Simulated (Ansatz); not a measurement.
A nudged elastic band was laid between two geometries of CH5Al + H2 (9 atoms, charge 0, multiplicity 1).

Method: RKS r2SCAN/def2-SVP in Ansatz.

| Property | Result |
| --- | --- |
| movable images | 7 |
| climbing image | yes |
| spring | 5.0 eV/Å² |
| optimiser | quadratic models (default) |
| start path | through a guess of the saddle point |
| force threshold | 0.05 eV/Å |
| iteration limit | 60 |
| end points | relaxed |

First end point:

```xyz
9
Properties=species:S:1:pos:R:3
Al -0.012 -0.046 0.356
C 0.025 0.275 2.292
H -0.913 -0.001 2.801
H 0.857 -0.235 2.805
H 0.169 1.356 2.476
H 1.348 -0.210 -0.457
H -1.374 0.100 -0.459
H -0.281 -2.241 0.207
H -0.247 -2.142 0.966
```

Last end point:

```xyz
9
Properties=species:S:1:pos:R:3
Al -0.080 -0.576 -0.257
C -0.021 -0.153 2.452
H -0.971 0.037 2.966
H 0.799 -0.274 3.170
H 0.213 0.705 1.804
H 1.353 0.077 -0.477
H -1.391 0.316 -0.374
H -0.214 -2.162 -0.208
H -0.116 -1.113 1.909
```

(1) Which bonds break or form, and what moves?

(2) Give the energies along the band, and the barrier.

(3) What is the geometry of the highest image?

(4) What are the harmonic wavenumbers there?

The band took 7 iterations and roughly 2.5 core-minutes.

Results:

(1) Bonds broken: Al1–C2, H8–H9. Bonds formed: Al1–H8, C2–H9. CH5Al + H2 becomes AlH3 + CH4.

(2) The forces met the threshold. The highest image is number 4 of 0 to 8, 21.0 kcal/mol above the first end and 27.8 kcal/mol above the last; the last end lies 6.8 kcal/mol below the first. A vibrational analysis at the climbing image gives one clearly imaginary mode, 1230i cm⁻¹: a first-order saddle point. The orbitals stay closed-shell, which can raise the energy where a bond breaks towards radicals; this wasn't checked here.

```json
{"image": "0", "path coordinate (Å)": "0.00", "energy (kcal/mol)": "0.0", "Al1–C2 (Å)": "1.96", "H8–H9 (Å)": "0.77", "Al1–H8 (Å)": "2.22"}
{"image": "1", "path coordinate (Å)": "0.36", "energy (kcal/mol)": "0.5", "Al1–C2 (Å)": "1.96", "H8–H9 (Å)": "0.77", "Al1–H8 (Å)": "2.18"}
{"image": "2", "path coordinate (Å)": "0.72", "energy (kcal/mol)": "3.7", "Al1–C2 (Å)": "1.97", "H8–H9 (Å)": "0.78", "Al1–H8 (Å)": "2.07"}
{"image": "3", "path coordinate (Å)": "1.08", "energy (kcal/mol)": "12.3", "Al1–C2 (Å)": "2.02", "H8–H9 (Å)": "0.84", "Al1–H8 (Å)": "1.90"}
{"image": "4", "path coordinate (Å)": "1.44", "energy (kcal/mol)": "21.0", "Al1–C2 (Å)": "2.14", "H8–H9 (Å)": "1.07", "Al1–H8 (Å)": "1.74"}
{"image": "5", "path coordinate (Å)": "1.80", "energy (kcal/mol)": "10.0", "Al1–C2 (Å)": "2.29", "H8–H9 (Å)": "1.41", "Al1–H8 (Å)": "1.65"}
{"image": "6", "path coordinate (Å)": "2.15", "energy (kcal/mol)": "-1.8", "Al1–C2 (Å)": "2.50", "H8–H9 (Å)": "1.74", "Al1–H8 (Å)": "1.60"}
{"image": "7", "path coordinate (Å)": "2.50", "energy (kcal/mol)": "-5.9", "Al1–C2 (Å)": "2.65", "H8–H9 (Å)": "2.06", "Al1–H8 (Å)": "1.59"}
{"image": "8", "path coordinate (Å)": "2.86", "energy (kcal/mol)": "-6.8", "Al1–C2 (Å)": "2.74", "H8–H9 (Å)": "2.37", "Al1–H8 (Å)": "1.59"}
```

(3) 
```xyz
9
Properties=species:S:1:pos:R:3
Al -0.045 -0.289 0.085
C -0.027 -0.074 2.216
H -0.989 -0.160 2.742
H 0.774 -0.486 2.848
H 0.192 1.007 2.121
H 1.407 -0.049 -0.490
H -1.445 0.193 -0.466
H -0.183 -1.967 0.542
H -0.113 -1.319 1.388
```

(4) 1230i, 86, 400, 442, 592, 688, 703, 724, 733, 1065, 1209, 1222, 1428, 1463, 1704, 1950, 1970, 2014, 3018, 3116, 3166 cm⁻¹.

Run time: 2.5 min on 1 thread of Arm Neoverse V1, with other jobs on the host, peak memory 0.12 GiB.
